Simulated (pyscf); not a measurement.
Optimised with ωB97X-D3(BJ)/def2-SVP in PySCF.

Q: Estimate the classical barrier height and the reaction energy of hydrogen chloride (HCl) + Cl–Sn:–Cl [singlet] + hydrogen (H₂) -> Cl–SnH(Cl)–Cl + hydrogen (H₂) at M06-2X/def2-TZVP. The step runs on the singlet surface, breaks Cl–H, H–H and forms Cl–Sn, H–Sn, H–H; take the separated reactants as zero.

A: ΔE‡ = 36.7 kcal/mol, ΔE = -13.8 kcal/mol. ωB97M-D3(BJ)/def2-TZVP gives 38.4 kcal/mol and -9.1 kcal/mol. Zero-point energy shifts the barrier by +2.9 kcal/mol. It is a multi-bond step, with an imaginary mode of 1544i cm⁻¹. On the reactant side the descent ends in a bound adduct (not fully relaxed), 9.1 kcal/mol under the separated species and 43.3 kcal/mol under the saddle at ωB97X-D3(BJ)/def2-TZVP. At ωB97X-D3(BJ)/def2-TZVP the barrier from the zero used here is 34.3 kcal/mol. One saddle was located; it need not be the lowest between these sides. Elements past Kr carry the def2 core potentials, without spin-orbit coupling.
